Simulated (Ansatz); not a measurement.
We consider grey tin (α-Sn), described by r²SCAN50 in Ansatz (plane waves, PAW).

Numerical settings: plane-wave cutoff 520 eV, 8×8×8 k mesh, Fermi–Dirac smearing 0.01 eV, scalar-relativistic PAW data made under PBE.

Computed at the level's own relaxed cell.

Question: Predict the bulk modulus, band gap, volume per atom, lattice parameter a and pressure derivative B′ of the bulk modulus.

Answer: 
- bulk modulus = 55.2 GPa
- band gap = 1.72 eV (on the SCF k mesh)
- volume per atom = 33.58 Å³/atom
- lattice parameter a = 6.453 Å
- pressure derivative B′ of the bulk modulus = 4.7

Measured, for comparison: band gap 0 eV (temperature not stated, not corrected to a static lattice; as tabulated in Das et al. (2018), arXiv:1807.05623); bulk modulus 42.8 GPa (0 K value with the zero-point phonon effect removed; as tabulated in Mejia-Rodriguez and Trickey (2018), arXiv:1807.09216); equilibrium volume per atom 33.97 Å³/atom, lattice constant a 6.477 Å (static lattice: zero-point anharmonic expansion removed; as tabulated in Mejia-Rodriguez and Trickey (2018), arXiv:1807.09216). Computed (rounded) less measured: bulk modulus +29 %, equilibrium volume per atom -1.1 %, lattice constant a -0.4 %.

Spin–orbit coupling is not included.

Computed values are for the static lattice.

Cost on a shared machine: roughly 27 core-minutes.

Ansatz is a first-principles code.
